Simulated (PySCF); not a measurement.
Where the electron goes

t-crotononitrile, C4H5N.
Structure used (GFN2-xTB), in Å, numbered top down from 1:
```
atom  x, y, z in Å
C1    -1.3635    0.0575    0.7035
C2    -0.1499   -0.4007   -0.0194
C3     0.8673    0.3933   -0.3525
C4     2.0040   -0.0757   -1.0369
N5     2.9356   -0.4474   -1.5935
H6    -2.2514   -0.1480    0.1056
H7    -1.3195    1.1221    0.9209
H8    -1.4679   -0.4934    1.6384
H9    -0.1153   -1.4519   -0.2775
H10    0.8695    1.4490   -0.1111
```

Level of theory: TDDFT B3LYP/def2-SVPD, vertical, gas phase, core orbitals frozen in the response in PySCF.

Frontier orbitals with the atoms that hold most of them (Löwdin shares over 4%, at most four atoms; ? is withheld):

```csv
orbital,ε (eV),atoms
HOMO-3,-10.45,"C4 35%, N5 30%, C3 19%, C2 7%"
HOMO-2,-9.92,"N5 78%, C4 16%"
HOMO-1,-9.35,"N5 49%, C4 38%, C3 7%"
HOMO,-7.77,?
LUMO,?,?
LUMO+1,0.18,"C1 26%, C3 12%, C2 12%, C4 10%"
LUMO+2,0.64,"N5 22%, C4 19%, H10 11%, C1 10%"
```

**Question.** Which atoms hold the HOMO, and with what shares?

**Answer.** C3 (bonded to 2 C and H) 25%; C2 (bonded to 2 C and H) 25%; N5 (bonded to C) 22%; C4 (bonded to C and N) 14%. By element: carbon 64% or more, nitrogen 22%.

**Question.** Which atoms hold the LUMO, and with what shares?

**Answer.** C2 (bonded to 2 C and H) 33%; C3 (bonded to 2 C and H) 23%; N5 (bonded to C) 15%; C4 (bonded to C and N) 13%. By element: carbon 68% or more, nitrogen 15%.

**Question.** What is the LUMO energy, and the HOMO–LUMO gap?

**Answer.** ε(LUMO) = -1.59 eV; the gap is 6.19 eV (0.2274 hartree).

**Question.** The HOMO–LUMO gap is 6.19 eV. Where does the response calculation put the lowest singlet, and from which orbitals?

**Answer.** S1 is at 6.17 eV (f = 0.426), 0.02 eV below the gap, made of HOMO→LUMO (91%). Without the coupling terms of the response equations the lowest excitation would equal the gap.

**Question.** One configuration dominates each of S1, S2 and S5. Which, and how do the shares of the two leading atoms of either orbital change from the occupied to the empty one?

**Answer.** 
- S1 (6.17 eV, f 0.426), HOMO→LUMO (91%): C3 25% → 23%, C2 25% → 33%
- S2 (6.33 eV, f 0.0000), HOMO-1→LUMO (97%): N5 49% → 15%, C4 38% → 13%, C2 at most 4% → 33%, C3 7% → 23%
- S5 (7.28 eV, f 0.0072), HOMO-2→LUMO (83%): N5 78% → 15%, C4 16% → 13%, C2 at most 4% → 33%, C3 at most 4% → 23%

Hardware: an Arm Neoverse V2 with one thread, on a shared host. Cost: 8.0 s.
